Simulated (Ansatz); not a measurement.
Bond stretch in H2, singlet.

UCCSD = CCSD on UHF/aug-cc-pVTZ, frozen core (Ansatz, a first-principles code); RKS-BLYP = restricted BLYP/aug-cc-pVTZ (Ansatz); UCCSD(T) = CCSD(T) on UHF/aug-cc-pVTZ, frozen core (Ansatz); UMP2 = Ansatz with MP2 on UHF/aug-cc-pVTZ, frozen core; UKS-BLYP = unrestricted BLYP/aug-cc-pVTZ (Ansatz).

Energies are in kcal/mol, each relative to the lowest point of its own curve near equilibrium.

```json
[
 {"R / Å": "0.60", "UCCSD": "11.8", "RKS-BLYP": "12.2", "UCCSD(T)": "11.8", "UMP2": "11.3", "UKS-BLYP": "12.2"},
 {"R / Å": "0.64", "UCCSD": "5.5", "RKS-BLYP": "5.9", "UCCSD(T)": "5.5", "UMP2": "5.1", "UKS-BLYP": "5.9"},
 {"R / Å": "0.68", "UCCSD": "1.9", "RKS-BLYP": "2.1", "UCCSD(T)": "1.9", "UMP2": "1.6", "UKS-BLYP": "2.1"},
 {"R / Å": "0.70", "UCCSD": "0.8", "RKS-BLYP": "1.0", "UCCSD(T)": "0.8", "UMP2": "0.6", "UKS-BLYP": "1.0"},
 {"R / Å": "0.73", "UCCSD": "0.1", "RKS-BLYP": "0.1", "UCCSD(T)": "0.1", "UMP2": "0.0", "UKS-BLYP": "0.1"},
 {"R / Å": "0.75", "UCCSD": "0.0", "RKS-BLYP": "0.0", "UCCSD(T)": "0.0", "UMP2": "0.0", "UKS-BLYP": "0.0"},
 {"R / Å": "0.77", "UCCSD": "0.3", "RKS-BLYP": "0.2", "UCCSD(T)": "0.3", "UMP2": "___", "UKS-BLYP": "0.2"},
 {"R / Å": "0.79", "UCCSD": "0.8", "RKS-BLYP": "0.7", "UCCSD(T)": "0.8", "UMP2": "___", "UKS-BLYP": "0.7"},
 {"R / Å": "0.81", "UCCSD": "1.6", "RKS-BLYP": "1.4", "UCCSD(T)": "1.6", "UMP2": "___", "UKS-BLYP": "1.4"},
 {"R / Å": "0.86", "UCCSD": "4.4", "RKS-BLYP": "4.1", "UCCSD(T)": "4.4", "UMP2": "5.1", "UKS-BLYP": "4.1"},
 {"R / Å": "0.94", "UCCSD": "10.8", "RKS-BLYP": "10.3", "UCCSD(T)": "10.8", "UMP2": "12.1", "UKS-BLYP": "10.3"},
 {"R / Å": "1.02", "UCCSD": "18.5", "RKS-BLYP": "17.9", "UCCSD(T)": "18.5", "UMP2": "20.5", "UKS-BLYP": "17.9"},
 {"R / Å": "1.14", "UCCSD": "31.2", "RKS-BLYP": "30.5", "UCCSD(T)": "31.2", "UMP2": "34.4", "UKS-BLYP": "30.5"},
 {"R / Å": "1.23", "UCCSD": "40.7", "RKS-BLYP": "40.2", "UCCSD(T)": "40.7", "UMP2": "___", "UKS-BLYP": "40.2"},
 {"R / Å": "1.33", "UCCSD": "50.8", "RKS-BLYP": "50.7", "UCCSD(T)": "50.8", "UMP2": "63.5", "UKS-BLYP": "50.7"},
 {"R / Å": "1.49", "UCCSD": "65.3", "RKS-BLYP": "66.5", "UCCSD(T)": "65.3", "UMP2": "80.6", "UKS-BLYP": "66.5"},
 {"R / Å": "1.67", "UCCSD": "78.6", "RKS-BLYP": "82.2", "UCCSD(T)": "78.6", "UMP2": "91.2", "UKS-BLYP": "81.5"},
 {"R / Å": "1.86", "UCCSD": "89.2", "RKS-BLYP": "96.2", "UCCSD(T)": "89.2", "UMP2": "97.0", "UKS-BLYP": "92.3"},
 {"R / Å": "2.01", "UCCSD": "95.2", "RKS-BLYP": "105.6", "UCCSD(T)": "95.2", "UMP2": "99.6", "UKS-BLYP": "98.0"},
 {"R / Å": "2.23", "UCCSD": "101.1", "RKS-BLYP": "116.9", "UCCSD(T)": "101.1", "UMP2": "101.7", "UKS-BLYP": "103.1"},
 {"R / Å": "2.65", "UCCSD": "106.2", "RKS-BLYP": "___", "UCCSD(T)": "106.2", "UMP2": "103.2", "UKS-BLYP": "107.2"},
 {"R / Å": "3.00", "UCCSD": "107.7", "RKS-BLYP": "___", "UCCSD(T)": "107.7", "UMP2": "103.5", "UKS-BLYP": "108.4"}
]
```

### Question
What belongs in the gaps?

### Answer

- 0.77, UMP2: 0.4
- 0.79, UMP2: 1.1
- 0.81, UMP2: 2.0
- 1.23, UMP2: 46.3
- 2.65, RKS-BLYP: 132.0
- 3.00, RKS-BLYP: 139.9

The unrestricted determinant behind UCCSD, UCCSD(T), UMP2 is spin-contaminated at 1.23 to 3.00 Å (<S²> up to 1.0, against 0.00 for a pure singlet). With two correlated electrons CCSD is exact in the basis where it finds the lowest root (UCCSD, UCCSD(T)). The restricted form behind RKS-BLYP keeps the bonding electrons paired and can't separate into open-shell fragments. The unrestricted determinant behind UKS-BLYP is spin-contaminated at 1.67 to 3.00 Å (<S²> up to 1.0, against 0.00 for a pure singlet).
